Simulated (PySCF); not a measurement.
Towards the basis-set limit for SF⁺

State: ³Σ⁻, triplet, unpaired electrons π ↑↑. De refers to S⁺ + F. ROHF-based CCSD(T) in PySCF 2.14 with S cc-pV(T+d)Z, F cc-pVTZ and S cc-pV(Q+d)Z, F cc-pVQZ (frozen core orbitals: 6; no relativity). Correlation energies are extrapolated as n⁻³ (n = 3, 4), Hartree–Fock as (n+1)·exp(−9√n). CV is the change on freezing 1 orbitals instead, in S cc-pwCVTZ, F cc-pwCVTZ. SR is the spin-free X2C energy in S cc-pVTZ-DK, F cc-pVTZ-DK less the non-relativistic one in S cc-pVTZ, F cc-pVTZ.

```
            Level  Re (Å)  ωe (cm⁻¹)  ωexe (cm⁻¹)  αe (cm⁻¹)  De (eV)
       CCSD(T)/TZ  1.5116     1016.1         5.53    0.00477    3.548
       CCSD(T)/QZ  1.5081     1020.1         5.42    0.00471    3.736
           HF/CBS  1.4746     1118.5         5.10    0.00448    1.641
          MP2/CBS  1.5021     1049.3         4.95    0.00441    4.047
         CCSD/CBS  1.4974     1052.8         5.36    0.00461    3.613
      CCSD(T)/CBS  1.5063     1023.3         5.38    0.00470    3.835
   CCSD(T)/CBS+CV  1.5041     1025.7         5.40    0.00472    3.849
CCSD(T)/CBS+CV+SR  1.5045     1023.5         5.38    0.00471    3.838
```

Question: How much is left between CCSD(T)/QZ and the basis-set limit, and how much do the triples give at the limit?

Answer: CCSD(T)/CBS less CCSD(T)/QZ: -1.8 mÅ in Re, +3.2 cm⁻¹ in ωe and +0.099 eV in De. CCSD(T)/CBS less CCSD/CBS: +8.9 mÅ in Re, -29.5 cm⁻¹ in ωe and +0.222 eV in De.

Question: What do the later terms add?

Answer: CV: -2.2 mÅ in Re, +2.4 cm⁻¹ in ωe and +0.014 eV in De; SR: +0.4 mÅ in Re, -2.2 cm⁻¹ in ωe and -0.011 eV in De, each against the row above.

The T1 diagnostic is 0.027. The state was picked by a PBE0 search and need not be the measured ground state. Spin–orbit coupling, excitations beyond (T) and corrections to the Born–Oppenheimer picture are left out.

The whole job (state search and all basis sets along the bond) took about 45 min on 4 threads of Arm Neoverse N1 (shared host), peak memory 9.2 GiB.
